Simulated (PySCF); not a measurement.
Compound: C3H2ClO2 (charge -1).
Atom-mapped SMILES: `[O:1]=[CH:2]/[CH:3]=[C:4](/[O-:5])[Cl:6]` (hydrogens: H7 on C2; H8 on C3)

The calculation used PySCF 2.14.0, PBE0-D3(BJ)/def2-TZVP geometry optimisation, gas phase.

Q: Give the optimised bond lengths and angles.

A: 
| bond | length (Å) | order |
| --- | --- | --- |
| O1=C2 | 1.234 | double |
| C2–C3 | 1.413 | single |
| C3=C4 | 1.388 | double |
| C4–O5 | 1.199 | single |
| C4–Cl6 | 1.937 | single |
| C2–H7 | 1.108 | single |
| C3–H8 | 1.086 | single |

Orders are formal, as drawn. A selection of angles:
| angle | degrees |
| --- | --- |
| O1–C2–C3 | 125.6 |
| O1–C2–H7 | 119.4 |
| C3–C2–H7 | 115.0 |
| C2–C3–C4 | 128.7 |
| C2–C3–H8 | 117.5 |
| C4–C3–H8 | 113.8 |
| C3–C4–O5 | 133.5 |
| C3–C4–Cl6 | 113.3 |
| O5–C4–Cl6 | 113.2 |

Torsions: O1–C2–C3–C4 180° (antiperiplanar); C2–C3–C4–O5 180° (antiperiplanar).

The 2 C–O bonds span 1.199 Å (C4–O5, drawn single in one of several resonance forms) to 1.234 Å (O1=C2, drawn double), a spread of 0.035 Å. C4 (vinylic C–Cl carbon) is planar (angles 133.5°, 113.3° and 113.2°, sum 360.0°, 0.00 Å off the plane of its three neighbours). Of the pairs four or more bonds apart, Cl6···H7 is among the closest relative to their van der Waals radii: 2.57 Å, 87 % of the sum of Bondi's values. C2 (aldehyde carbon) is planar (angles 125.6°, 119.4° and 115.0°, sum 360.0°, 0.00 Å off the plane of its three neighbours). C3 (carbon bonded to 2 C and H) is planar (angles 128.7°, 117.5° and 113.8°, sum 360.0°, 0.00 Å off the plane of its three neighbours). The 2 C–C bonds span 1.388 Å (C3=C4, drawn double in one of several resonance forms) to 1.413 Å (C2–C3, drawn single), a spread of 0.025 Å. The 6 heavy atoms lie in one plane (0.000 Å rms).

Point group: Cs (tolerance 0.08 Å). No frequency check. Isolated species at its PBE0-D3(BJ)/def2-TZVP geometry (one conformer only).
